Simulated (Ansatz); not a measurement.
# CH6BN (SMILES CBN) at 6 levels

Aim: a comparison of 6 runs (B3LYP/6-31G*, BLYP/cc-pVDZ, HSE06/cc-pVDZ, PBE0/cc-pVDZ, wB97M-V/cc-pVDZ, RPA@PBE0/cc-pVDZ) of CH6BN. 

Program for the calculation: Ansatz 0.2.0.

76 further runs of the same task are left out: 76 set aside as unsound or not needed.

## (1) The structure to begin with

CH6BN: 9 atoms, total charge 0, spin state singlet. As SMILES, `CBN`. The C1–H5 distance was set to 2.410 Å, away from the relaxed value. At this shape a bond of the SMILES string is far longer than usual.

Bond lengths: C1–B2 1.568 Å, B2–N3 1.392 Å, C1–H4 1.096 Å, C1–H6 1.094 Å, B2–H7 1.202 Å, N3–H8 1.005 Å, N3–H9 1.007 Å. Angles: C1–B2–N3 122.0°, C1–B2–H7 121.0°, N3–B2–H7 117.0°, B2–C1–H4 110.3°, B2–C1–H6 114.3°, B2–N3–H8 123.2°, B2–N3–H9 123.1°, H4–C1–H6 108.0°, H8–N3–H9 113.7°.

## (2) The energy at B3LYP/6-31G(d) (Cartesian functions) (run 1)

The input, molecule.yaml:

```yaml
crystal:
  periodic: [false, false, false]
  atoms:
    - {symbol: C, position_ang: [-1.194147, -0.363715, -0.153494]}
    - {symbol: B, position_ang: [-0.069447, -1.404315, 0.180606]}
    - {symbol: N, position_ang: [0.063953, -1.964215, 1.447506]}
    - {symbol: H, position_ang: [-1.820747, -0.730615, -0.973794]}
    - {symbol: H, position_ang: [-0.224600, 1.692200, -0.954300]}
    - {symbol: H, position_ang: [-1.848747, -0.122515, 0.689106]}
    - {symbol: H, position_ang: [0.719953, -1.754215, -0.655994]}
    - {symbol: H, position_ang: [0.777353, -2.632415, 1.681706]}
    - {symbol: H, position_ang: [-0.545647, -1.737815, 2.216006]}
basis:
  gaussian:
    orbitals: "6-31G*"
hamiltonian:
  xc: {name: B3LYP}
accuracy: high
output:
  orbitals: {seedname: orbitals}
```

Command:

```console
$ ansatz run molecule.yaml --threads 1 --pin off --max-ram 3480MiB --events-out events.jsonl --progress --plain --runs-dir runs
```

Standard output:

```text
Warning: RAYON_NUM_THREADS=1 ignored (pool sized by the plan → 1); use --threads N
Functional definition: B3LYP
  name "B3LYP"
  parameter a0 = 0.2
  parameter ax = 0.72
  parameter ac = 0.81
  exchange = (1 - a0 - ax)*slater_x + ax*b88_x + a0*exact_x
  correlation = (1 - ac)*vwn_rpa_c + ac*lyp_c
1350 factors; integrals over basis functions are off by at most 2.8e-9 eV
mean field evaluation 1: about -3284.6329 eV, gradient 6.8e1 eV
mean field evaluation 2: about -3268.3236 eV, gradient 9.7e1 eV
mean field evaluation 4: about -3297.2901 eV, gradient 1.4e1 eV
mean field evaluation 8: about -3297.9284 eV, gradient 3.0e-1 eV
mean field evaluation 16: about -3297.9289 eV, gradient 1.6e-5 eV
mean field -3297.92893041 eV, -121.1966527759 hartree, gradient 9.0e-8 eV, S^2 0.000000; 0 other end points of the search recorded, 0 dependent functions left out
reference -3297.92896634 eV, -121.1966540966 hartree; 12, 12 occupied and 45, 45 virtual orbitals, 1350 factors
Total energy: -3297.92896634 eV, -121.1966540966 hartree
```

Wall time 2.7 s (1 thread of Arm Neoverse V2, shared host); peak memory 0.15 GiB.

## (3) A single-point energy at BLYP/cc-pVDZ (run 2)

The input, job.yaml:

```yaml
crystal:
  periodic: [false, false, false]
  atoms:
    - {symbol: C, position_ang: [-1.194147, -0.363715, -0.153494]}
    - {symbol: B, position_ang: [-0.069447, -1.404315, 0.180606]}
    - {symbol: N, position_ang: [0.063953, -1.964215, 1.447506]}
    - {symbol: H, position_ang: [-1.820747, -0.730615, -0.973794]}
    - {symbol: H, position_ang: [-0.224600, 1.692200, -0.954300]}
    - {symbol: H, position_ang: [-1.848747, -0.122515, 0.689106]}
    - {symbol: H, position_ang: [0.719953, -1.754215, -0.655994]}
    - {symbol: H, position_ang: [0.777353, -2.632415, 1.681706]}
    - {symbol: H, position_ang: [-0.545647, -1.737815, 2.216006]}
basis:
  gaussian: {orbitals: cc-pVDZ}
total_charge: 0
accuracy: high
hamiltonian: {xc: {name: BLYP}}
output: {orbitals: {seedname: orbitals}}
```

Command:

```console
$ ansatz run job.yaml --threads 1 --pin off --max-ram 3480MiB --events-out events.jsonl --progress --plain --runs-dir runs
```

Standard output:

```text
Warning: RAYON_NUM_THREADS=1 ignored (pool sized by the plan → 1); use --threads N
Functional definition: BLYP
  name "BLYP"
  parameter beta = 0.0042
  parameter a = 0.04918
  parameter b = 0.132
  parameter c = 0.2533
  parameter d = 0.349
  exchange = b88_x(beta = beta)
  correlation = lyp_c(a = a, b = b, c = c, d = d)
1706 factors; integrals over basis functions are off by at most 3.2e-9 eV
mean field evaluation 1: about -3275.4215 eV, gradient 8.3e1 eV
mean field evaluation 2: about -3229.4881 eV, gradient 1.4e2 eV
mean field evaluation 4: about -3287.5156 eV, gradient 4.4e1 eV
mean field evaluation 8: about -3296.4482 eV, gradient 5.2e-1 eV
mean field evaluation 16: about -3296.4476 eV, gradient 2.7e-4 eV
mean field -3296.44759587 eV, -121.1422147357 hartree, gradient 1.8e-8 eV, S^2 0.000000; 0 other end points of the search recorded, 0 dependent functions left out
reference -3296.44765045 eV, -121.1422167416 hartree; 12, 12 occupied and 60, 60 virtual orbitals, 1706 factors
Total energy: -3296.44765045 eV, -121.1422167416 hartree
```

Wall time 3.6 s (1 thread of Arm Neoverse V2, shared host); peak memory 0.19 GiB.

Runs 3 to 5 aren't shown in full; the table further down has their settings and results.

## (4) A single-point energy at RPA@PBE0/cc-pVDZ (run 6)

Changes to job.yaml since step 3:

```diff
@@ -5,3 +5,3 @@
     - {symbol: B, position_ang: [-0.069447, -1.404315, 0.180606]}
-    - {symbol: N, position_ang: [0.063953, -1.964215, 1.447506]}
+    - {symbol: "N", position_ang: [0.063953, -1.964215, 1.447506]}
     - {symbol: H, position_ang: [-1.820747, -0.730615, -0.973794]}
@@ -13,6 +13,9 @@
 basis:
-  gaussian: {orbitals: cc-pVDZ}
-total_charge: 0
+  gaussian:
+    orbitals: cc-pVDZ
+hamiltonian:
+  xc: {name: PBE0}
+correlation:
+  method: rpa
+  frozen_orbitals: {B: 1, C: 1, H: 0, "N": 1}
 accuracy: high
-hamiltonian: {xc: {name: BLYP}}
-output: {orbitals: {seedname: orbitals}}
```

Command:

```console
$ ansatz run job.yaml --threads 1 --pin off --max-ram 3480MiB --events-out events.jsonl --progress --plain --runs-dir runs
```

Standard output, cut to the lines that bear on the results:

```text
Warning: RAYON_NUM_THREADS=1 ignored (pool sized by the plan → 1); use --threads N
Functional definition: PBE0
  name "PBE0"
[...]
1706 factors; integrals over basis functions are off by at most 3.2e-9 eV
[...]
mean field -3293.67080165 eV, -121.0401694304 hartree, gradient 5.4e-8 eV, S^2 0.000000; 2 other end points of the search recorded, 0 dependent functions left out; unrestricted orbitals would lower it
unrestricted determinant -3276.77074375 eV, -120.4191037577 hartree, S^2 0.8964
3 core orbitals not correlated: weight in the atoms' cores, before any rotation towards them, 1.000 or more for the frozen orbitals, at most 0.000 for the correlated occupied ones
reference -3274.50601287 eV, -120.3358764332 hartree; 9, 9 occupied and 60, 60 virtual orbitals, 1706 factors
Total energy: -3292.43902896 eV, -120.9949026189 hartree
```

Run time: 9 s. Hardware: 1 thread of Arm Neoverse V2, shared host; peak memory 0.26 GiB.

## (5) Overview of the runs

| run | level | Cartesian functions | frozen core orbitals | energy (Eh) | HOMO energy (eV) | LUMO energy (eV) | HOMO–LUMO gap (eV) | wall time |
| --- | --- | --- | --- | --- | --- | --- | --- | --- |
| 1 | B3LYP/6-31G* (Cartesian functions) | yes | – | -121.196654 | -6.56 | -2.93 | 3.62 | 2.7 s |
| 2 | BLYP/cc-pVDZ | no | – | -121.142217 | -5.85 | -3.64 | 2.21 | 3.6 s |
| 3 | HSE06/cc-pVDZ | no | – | -121.033213 | -6.54 | -3.36 | 3.18 | 3.6 s |
| 4 | PBE0/cc-pVDZ | no | – | -121.040170 | -6.93 | -2.98 | 3.95 | 3.3 s |
| 5 | wB97M-V/cc-pVDZ | no | – | -121.114440 | -8.81 | -1.00 | 7.81 | 34 s |
| 6 | RPA@PBE0/cc-pVDZ | no | 3 | -120.994903 | – | – | – | 9 s |

## (6) Outcome

| quantity | value |
| --- | --- |
| run 6: total energy | -120.99490 Eh |
| run 6: RPA correlation energy (valence) | -659.0 mEh |

In words: Over runs 1, 2, 3, 4, 5 the HOMO–LUMO gap runs from 2.21 eV (BLYP/cc-pVDZ) to 7.81 eV (wB97M-V/cc-pVDZ). Totals of different functionals can't be ranked against each other. In run 6 the log says that unrestricted orbitals would lower the reference, so the values rest on an unstable closed-shell determinant (other closed-shell runs at this shape may share the fault). All runs together took 56 s, the longest 34 s.
